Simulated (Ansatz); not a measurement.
# SiHF2 (SMILES F[SiH]F): levels of theory compared

Wanted: a comparison of 6 runs (UHF/STO-3G, U-wB97M-V/STO-3G, UB2PLYP/STO-3G, UBLYP/STO-3G, UCAM-B3LYP/STO-3G, UMP2/STO-3G) of SiHF2. 

The results are computed with Ansatz 0.2.0.

66 further runs of the same task are left out: 9 that didn't finish, 57 set aside as unsound or not needed.

## Step 1: The system as given

SiHF2 has 4 atoms, charge 0, and is taken as a doublet. SMILES: `F[SiH]F`. The Si2–F1 distance was set to 2.409 Å, away from the relaxed value. At this shape a bond of the SMILES string is far longer than usual.

Bond lengths: Si2–F3 1.606 Å, Si2–H4 1.439 Å. Angles: F3–Si2–H4 108.6°. A long bond or contact: F1–Si2 2.409 Å.

## Step 2: The energy at UHF/STO-3G (run 1)

Contents of job.yaml:

```yaml
crystal:
  periodic: [false, false, false]
  atoms:
    - {symbol: F, position_ang: [1.854484, 1.150938, -0.464877]}
    - {symbol: Si, position_ang: [-0.028060, -0.342890, -0.301090]}
    - {symbol: F, position_ang: [-1.234200, 0.716240, -0.252780]}
    - {symbol: H, position_ang: [0.035310, -1.026330, 0.964150]}
basis:
  gaussian:
    orbitals: STO-3G
magnetization:
  spin_polarized: true
  initial_magnetization: 1
hamiltonian:
  xc: hf
accuracy: high
```

Run with:

```bash
$ ansatz run job.yaml --threads 1 --pin off --max-ram 2610MiB --events-out events.jsonl --progress --plain --runs-dir runs
```

Log:

```text
Warning: RAYON_NUM_THREADS=1 ignored (pool sized by the plan → 1); use --threads N
Functional definition: HF
  name "HF"
  exchange = exact_x
  correlation = 0
345 factors; integrals over basis functions are off by at most 2.9e-8 eV
mean field evaluation 1: about -13111.0434 eV, gradient 1.7e1 eV
mean field evaluation 2: about -13111.0905 eV, gradient 1.7e1 eV
mean field evaluation 4: about -13116.8795 eV, gradient 5.2e0 eV
mean field evaluation 8: about -13117.2124 eV, gradient 5.1e0 eV
mean field evaluation 16: about -13120.0187 eV, gradient 3.0e-2 eV
mean field evaluation 32: about -13119.6626 eV, gradient 2.2e-1 eV
mean field evaluation 64: about -13119.8058 eV, gradient 8.9e-1 eV
mean field evaluation 96: about -13118.2427 eV, gradient 7.8e-1 eV
mean field evaluation 128: about -13118.1232 eV, gradient 3.2e-1 eV
mean field evaluation 160: about -13117.0095 eV, gradient 1.5e0 eV
mean field evaluation 192: about -13117.4207 eV, gradient 2.5e-2 eV
mean field evaluation 224: about -13118.9932 eV, gradient 8.9e-2 eV
mean field -13120.01868268 eV, -482.1517935204 hartree, gradient 2.5e-8 eV, S^2 0.989585; 5 other end points of the search recorded, 0 dependent functions left out
reference -13120.01868268 eV, -482.1517935204 hartree; 17, 16 occupied and 3, 4 virtual orbitals, 345 factors
Total energy: -13120.01868268 eV, -482.1517935204 hartree
```

It took 0.32 s on 1 thread of Intel Xeon 6975P-C (Granite Rapids), shared host.

## Step 3: A single-point energy at U-wB97M-V/STO-3G (run 2)

Contents of molecule.yaml:

```yaml
crystal:
  periodic: [false, false, false]
  atoms:
    - {symbol: F, position_ang: [1.854484, 1.150938, -0.464877]}
    - {symbol: Si, position_ang: [-0.028060, -0.342890, -0.301090]}
    - {symbol: F, position_ang: [-1.234200, 0.716240, -0.252780]}
    - {symbol: H, position_ang: [0.035310, -1.026330, 0.964150]}
basis:
  gaussian:
    orbitals: STO-3G
magnetization:
  spin_polarized: true
  initial_magnetization: 1
hamiltonian:
  xc: {name: wB97M-V}
accuracy: high
```

Run with:

```bash
$ ansatz run molecule.yaml --threads 1 --pin off --max-ram 2610MiB --events-out events.jsonl --progress --plain --runs-dir runs
```

Log, shortened:

```text
Warning: RAYON_NUM_THREADS=1 ignored (pool sized by the plan → 1); use --threads N
Functional definition: wB97M-V
  name "wB97M-V"
[...]
  gx(w, u) = 1 - cx + cx01*u + cx10*w
  gss(w, u) = css00 + css04*u^4 + css10*w + css20*w^2 + css43*w^4*u^3
  gos(w, u) = cos00 + cos10*w + (cos20 + cos21*u)*w^2 + (cos60 + cos61*u)*w^6
[...]
      + integral(e_c_pw_mod_opposite_spin*gos(b97_w_opposite, b97_u_opposite)) + vv10(b, c)
345 factors; integrals over basis functions are off by at most 2.9e-8 eV
140 factors; integrals over basis functions are off by at most 1.4e-9 eV
[...]
mean field -13153.97701085 eV, -483.3997390629 hartree, gradient 7.7e-8 eV, S^2 0.818613; 4 other end points of the search recorded, 0 dependent functions left out
reference -13153.97701264 eV, -483.3997391287 hartree; 17, 16 occupied and 3, 4 virtual orbitals, 345 factors
Total energy: -13153.97701264 eV, -483.3997391287 hartree
```

It took 17 s on 1 thread of Intel Xeon 6975P-C (Granite Rapids), shared host; peak memory 0.49 GiB.

Run 3 isn't shown in full; the table further down has it.

## Step 4: A single-point energy at UBLYP/STO-3G (run 4)

Contents of run.yaml:

```yaml
crystal:
  periodic: [false, false, false]
  atoms:
    - symbol: F
      position_ang: [1.854484, 1.150938, -0.464877]
    - symbol: Si
      position_ang: [-0.028060, -0.342890, -0.301090]
    - symbol: F
      position_ang: [-1.234200, 0.716240, -0.252780]
    - symbol: H
      position_ang: [0.035310, -1.026330, 0.964150]
basis:
  gaussian:
    orbitals: STO-3G
magnetization:
  spin_polarized: true
  initial_magnetization: 1
hamiltonian:
  xc: {name: BLYP}
accuracy: high
```

Run with:

```bash
$ ansatz run run.yaml --threads 1 --pin off --max-ram 2610MiB --events-out events.jsonl --progress --plain --runs-dir runs
```

Log:

```text
Warning: RAYON_NUM_THREADS=1 ignored (pool sized by the plan → 1); use --threads N
Functional definition: BLYP
  name "BLYP"
  parameter beta = 0.0042
  parameter a = 0.04918
  parameter b = 0.132
  parameter c = 0.2533
  parameter d = 0.349
  exchange = b88_x(beta = beta)
  correlation = lyp_c(a = a, b = b, c = c, d = d)
345 factors; integrals over basis functions are off by at most 2.9e-8 eV
mean field evaluation 1: about -13145.6405 eV, gradient 1.9e1 eV
mean field evaluation 2: about -12817.9528 eV, gradient 7.8e1 eV
mean field evaluation 4: about -13143.1373 eV, gradient 2.0e1 eV
mean field evaluation 8: about -13151.0818 eV, gradient 8.2e-2 eV
mean field evaluation 16: about -13149.3805 eV, gradient 9.5e0 eV
mean field evaluation 32: about -13151.0240 eV, gradient 6.6e-1 eV
mean field -13151.08199414 eV, -483.2933491612 hartree, gradient 1.4e-8 eV, S^2 0.760370; 4 other end points of the search recorded, 0 dependent functions left out
reference -13151.08202357 eV, -483.2933502428 hartree; 17, 16 occupied and 3, 4 virtual orbitals, 345 factors
Total energy: -13151.08202357 eV, -483.2933502428 hartree
```

Run time: 1.6 s. Hardware: 1 thread of Intel Xeon 6975P-C (Granite Rapids), shared host; peak memory 0.14 GiB.

Run 5 isn't shown in full; the table further down has it.

## Step 5: The energy at UMP2/STO-3G (run 6)

Contents of in.yaml:

```yaml
basis:
  gaussian: {orbitals: STO-3G}
crystal:
  periodic: [false, false, false]
  atoms:
    - {symbol: F, position_ang: [1.854484, 1.150938, -0.464877]}
    - {symbol: Si, position_ang: [-0.028060, -0.342890, -0.301090]}
    - {symbol: F, position_ang: [-1.234200, 0.716240, -0.252780]}
    - {symbol: H, position_ang: [0.035310, -1.026330, 0.964150]}
magnetization: {spin_polarized: true, initial_magnetization: 1}
correlation: {method: mp2, frozen_orbitals: {F: 1, H: 0, Si: 5}}
accuracy: high
```

Run with:

```bash
$ ansatz run in.yaml --threads 1 --pin off --max-ram 2610MiB --events-out events.jsonl --progress --plain --runs-dir runs
```

Log, shortened:

```text
Warning: RAYON_NUM_THREADS=1 ignored (pool sized by the plan → 1); use --threads N
[... 2 set-up lines as earlier in the session ...]
[...]
345 factors; integrals over basis functions are off by at most 2.9e-8 eV
[...]
mean field -13120.01868268 eV, -482.1517935204 hartree, gradient 2.5e-8 eV, S^2 0.989585; 12 other end points of the search recorded, 0 dependent functions left out
7 core orbitals not correlated: weight in the atoms' cores, before any rotation towards them, 1.000 or more for the frozen orbitals, at most 0.000 for the correlated occupied ones
reference -13120.01868268 eV, -482.1517935204 hartree; 10, 9 occupied and 3, 4 virtual orbitals, 345 factors
second order -1.25913114 eV of doubles, -0.00000000 eV of singles
Total energy: -13121.27781382 eV, -482.1980657362 hartree
```

Wall time 0.44 s (1 thread of Intel Xeon 6975P-C (Granite Rapids), shared host).

## Step 6: Overview of the runs

| run | level | frozen core orbitals | energy (Eh) | ⟨S²⟩ | wall time |
| --- | --- | --- | --- | --- | --- |
| 1 | UHF/STO-3G | – | -482.151794 | 0.990 | 0.32 s |
| 2 | U-wB97M-V/STO-3G | – | -483.399739 | 0.819 | 17 s |
| 3 | UB2PLYP/STO-3G | 7 | -483.015039 | 0.895 | 1.6 s |
| 4 | UBLYP/STO-3G | – | -483.293350 | 0.760 | 1.6 s |
| 5 | UCAM-B3LYP/STO-3G | – | -483.271973 | 0.845 | 1.8 s |
| 6 | UMP2/STO-3G | 7 | -482.198066 | 0.990 | 0.44 s |

## Step 7: Summary of results

| quantity | value |
| --- | --- |
| run 6: total energy | -482.19807 Eh |
| run 6: correlation energy (7 core orbitals frozen) | -46.3 mEh |
| run 6: ⟨S²⟩ of the reference determinant | 0.990 |

Totals of different functionals can't be ranked against each other. In runs 1, 2, 3, 4, 5, 6 the basis is minimal, so the values are rough. Spin contamination of the reference: run 1 ⟨S²⟩ = 0.99, run 6 ⟨S²⟩ = 0.99, run 3 ⟨S²⟩ = 0.90. All runs together took 23 s, the longest 17 s.
